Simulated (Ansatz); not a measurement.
One change: `CNC(N)=O` becomes `C=CC(N)=O`.

Ansatz, PBE0-D4/def2-TZVP geometries, multiplicity 1. Each molecule was computed in one conformer, which needn't be the lowest.

```csv
property,`CNC(N)=O`
HOMO energy (PBE0/def2-TZVPP) / eV,-7.25
size of the dipole moment (B3LYP/def2-TZVPP) / D,3.80
HOMO–LUMO gap (B3LYP/def2-TZVPP) / eV,7.39
LUMO energy (ωB97M-V/def2-TZVPP) / eV,2.11
HOMO–LUMO gap (PBE/def2-TZVPP) / eV,5.63
HOMO energy (PBE/def2-TZVPP) / eV,-5.72
```

**Question.** What does the change do to each property? (Best estimate.)

**Answer.** The calculation gave: 
```tsv
property	`C=CC(N)=O`	shift
HOMO energy (PBE0/def2-TZVPP) / eV	-7.45	-0.20
size of the dipole moment (B3LYP/def2-TZVPP) / D	3.64	-0.16
HOMO–LUMO gap (B3LYP/def2-TZVPP) / eV	5.90	-1.49
LUMO energy (ωB97M-V/def2-TZVPP) / eV	1.09	-1.02
HOMO–LUMO gap (PBE/def2-TZVPP) / eV	3.77	-1.86
HOMO energy (PBE/def2-TZVPP) / eV	-5.80	-0.08
```

With PBE0 the HOMO falls by 0.20 eV and the LUMO falls by 1.81 eV, so the gap narrows by about 1.61 eV. PBE moves the HOMO by -0.08 eV and ωB97M-V by -0.29 eV. Dipoles are sizes alone; their direction can turn.

B3LYP here is the variant with VWN-RPA as its local correlation; programs differ in this.
